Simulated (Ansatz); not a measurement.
**BH₄O (doublet): the correlation ladder at distance O1–H3 along a hydrogen transfer = 1.132 Å, cc-pVDZ**

The task here is to estimate one member of a computed series from the others.

The runs use Ansatz 0.2.0, Gaussian basis; cc-pVDZ, core rule «outside noble gas», up to 2 orbitals frozen.

Plan: UHF; CCSD(T) on ROHF; CCSD(T) on UHF; BCCD(T) on ROHF; CISD; CCSDT(Q) on ROHF; CCSDT(Q) on UHF; CASSCF and MRCISD+Q, 3 electrons in 3 orbitals; CASSCF and NEVPT2, 3 electrons in 3 orbitals.

10 further runs of the same task are left out: 1 for a mislabelled method, 8 that didn't finish, 1 set aside as unsound or not needed.

### The geometry

The geometry derives from fragments relaxed apart (PBE0/def2-TZVP) and kept rigid, so it is no stationary point. A hydrogen atom is moved between rigid fragments.

6 atoms, charge 0, spin multiplicity 2.

Atoms are counted from 1 here; the program's logs count them from 0.

Bond lengths: O1–H2 0.960 Å, O1–H3 1.132 Å, H3–B4 1.299 Å, B4–H5 1.191 Å, B4–H6 1.191 Å. Angles: H2–O1–H3 105.1°, O1–H3–B4 180.0°, H3–B4–H5 115.3°, H3–B4–H6 115.3°, H5–B4–H6 129.4°.

Set-up of the first run:

Contents of in.yaml:

```yaml
crystal:
  periodic: [false, false, false]
  atoms:
    - {symbol: O, position_ang: [-1.073144, -0.030281, 0.000000]}
    - {symbol: H, position_ang: [-1.322453, 0.896295, 0.000000]}
    - {symbol: H, position_ang: [0.058856, -0.030281, 0.000000]}
    - {symbol: B, position_ang: [1.357856, -0.030281, 0.000000]}
    - {symbol: H, position_ang: [1.866929, -0.030281, 1.077008]}
    - {symbol: H, position_ang: [1.866929, -0.030281, -1.077009]}
basis:
  gaussian: {orbitals: cc-pVDZ}
magnetization: {spin_polarized: true, initial_magnetization: 1}
hamiltonian: {xc: hf}
output: {orbitals: {seedname: orbitals}}
```

Command:

```sh
ansatz run in.yaml --threads 1 --pin off --events-out ev --progress --plain --max-ram 2393MiB
```

Among the steps run: UHF; CCSD(T) on ROHF; CCSD(T) on UHF; BCCD(T) on ROHF; CISD; CCSDT(Q) on ROHF; CCSDT(Q) on UHF; CASSCF and MRCISD+Q, 3 electrons in 3 orbitals; CASSCF and NEVPT2, 3 electrons in 3 orbitals.

One of the session's tables, all rows but one given; the rest of the session is left out.

| method | from UCCSDT(Q) (kcal/mol) |
| --- | --- |
| ROHF | +206.13 |
| UHF | +199.92 |
| RMP2 | +21.41 |
| UMP2 | +24.57 |
| CISD | +20.35 |
| RCCSD | ? |
| UCCSD | +4.67 |
| RCCSD(T) | +0.86 |
| UCCSD(T) | +0.88 |
| BCCD(T) | +0.87 |
| RCCSDT | +0.44 |
| UCCSDT | +0.41 |
| RCCSDT(Q) | +0.01 |
| UCCSDT(Q) | 0 |
| CASSCF pair | +190.11 |
| NEVPT2 pair | +23.65 |
| MRCISD pair | +18.01 |
| MRCISD+Q pair | +2.53 |

**Question.** Estimate the row for RCCSD.

As computed: from UCCSDT(Q) (kcal/mol): +4.90. In the column «from UCCSDT(Q) (kcal/mol)» it lies between UCCSD (+4.67) and MRCISD pair (+18.01).

To keep in mind: Restricted and unrestricted rows rest on different reference determinants; where their highest levels disagree by more than a few hundredths of an eV, they describe different states and don't form one ladder.
